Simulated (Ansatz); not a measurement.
System: fcc Pt. Method: r²SCAN (plane waves, PAW; Ansatz, a quantum-chemistry and plane-wave program).

Settings: plane-wave cutoff 560 eV, 24×24×24 k mesh, Fermi–Dirac smearing 0.05 eV, scalar-relativistic PAW data made under PBE.

A third-order Birch–Murnaghan fit to the energies gives V0 = 15.294 Å³/atom, B0 = 271 GPa, B′ = 5.5.

```
V (Å³/atom)  P (GPa)
-----------  -------
14.379         19.81
14.685         12.33
14.991          5.74
15.297         -0.05
15.603         -5.14
15.909           ___
16.215           ___
```

Task: Estimate the withheld pressures from this fit; the answers are the runs' own values.

Result: 
- 15.909, P (GPa): -9.61
- 16.215, P (GPa): -13.52

The formula P = (3/2) B0 (x^(7/3) − x^(5/3)) [1 + (3/4)(B′ − 4)(x^(2/3) − 1)] with x = V0/V meets the computed pressures within 0.03 GPa when these rounded values are put in.

Measured, for comparison: bulk modulus 289 GPa (corrected for temperature and zero-point phonon effects; as tabulated in Levämäki et al. (2014), arXiv:1402.3671); equilibrium volume per atom 14.98 Å³/atom (static lattice: zero-point anharmonic expansion removed; as tabulated in Mejia-Rodriguez and Trickey (2018), arXiv:1807.09216). Computed (rounded) less measured: bulk modulus -6 %, equilibrium volume per atom +2.1 %.

Spin–orbit coupling is not included.

The computed numbers hold no vibrational or temperature effects.
